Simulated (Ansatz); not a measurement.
System: bcc K. Method: LDA (PAW; Ansatz, a first-principles code).

A relaxed, unreconstructed slab of the (111) face has 12 atoms, two equal faces of 44.266 Å² each and an energy of -17954.1149 eV. A bulk cell of 3 atoms with the same orientation and in-plane k mesh has -4488.7522 eV. Energies are extrapolated to zero smearing.

Numerical settings: plane-wave cutoff 500 eV, 12×12×1 k mesh (along the axes of the cell as run), Fermi–Dirac smearing 0.1 eV, scalar-relativistic PAW data made under PBE.

Worked out: γ = (E_slab − N E_bulk per atom)/2A = [-17954.1149 − 12 × (-4488.7522/3)]/(2 × 44.266) = 0.0101 eV/Å². With 16.022 J/m² per eV/Å² this is 0.16 J/m², or 0.45 eV per surface cell and face.
